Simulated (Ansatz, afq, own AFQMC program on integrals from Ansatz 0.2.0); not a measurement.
## BGe, quartet: a scan with AFQMC

```xyz
2

Ge    0.0000    0.0000    0.0000
B     0.0000    0.0000    1.9774
```

The Ge1–B2 distance is changed with both sides rigid. Energies in kcal/mol count from this geometry (1.977 Å) at the same level; the start stands on UHF, each point on the determinant named.

Basis cc-pVDZ. Noble-gas cores (and the filled d shells of Ga–Kr and In–Xe) are frozen. Ansatz 0.2.0 and our own AFQMC program on the same integrals; the CISD trial comes from CCSD amplitudes, and released means the phaseless constraint is let go. Uncertainties: one standard error, sampling alone. No spin–orbit coupling.

Cautions, each for one point or more: inner d shell frozen; lower spins were not checked; no relativity below Rb; no spin-orbit coupling; raised T1 diagnostic; strong correlation.

```csv
r(Ge1–B2) / Å,det.,T1,weight,⟨S²⟩,CCSD(T),ph-AFQMC/CISD,FCI,CCSDT(Q),r2SCAN,B2PLYP
1.755,UHF,0.042,0.88,3.75,16.9,17.0 ± 0.1,17.2,17.2,13.4,14.8
2.154,UHF,0.037,0.86,3.76,1.7,1.9 ± 0.1,1.5,1.5,3.8,2.9
2.778,UHF,0.088,0.77,3.77,31.3,31.7 ± 0.1,29.8,29.3,36.5,35.6
3.601,UHF,0.022,0.88,3.77,54.7,55.0 ± 0.1,53.0,52.9,66.0,59.9
5.415,UHF,0.009,0.89,3.77,60.1,60.8 ± 0.1,61.1,61.2,78.4,65.9
```

Weight is that of the determinant in the CISD state; at the start T1 is 0.040 and the weight 0.87, and ⟨S²⟩ is 3.76. Largest departures from full CI: CCSD(T) 1.7 kcal/mol at 3.601 (on UHF), ph-AFQMC/CISD 2.0 kcal/mol at 3.601 (on UHF), CCSDT(Q) -0.5 kcal/mol at 2.778 (on UHF), r2SCAN 17.3 kcal/mol at 5.415, B2PLYP 6.9 kcal/mol at 3.601. Functionals count only at points shown to share the start's state and spin. In this small basis the wave-function levels are far from their limit, so their gap to the functionals isn't the functionals' error. In total energy ph-AFQMC/CISD lies 35 ± 4 meV above full CI at the start, so its agreement along the curve rests in part on cancellation.

Some points may be missing: those where a free walk finds a much lower state, and past Zn most of those on another determinant than at the start.

CCSDT and higher add their correlation energy to the determinant of the CCSD(T) run, since their own runs factorise the integrals more tightly (a shift of under 2 meV). A walk keeps the symmetry of its determinant, which the program's search chose and which needn't be the lowest solution, so a lower state of the same spin and another symmetry isn't excluded.
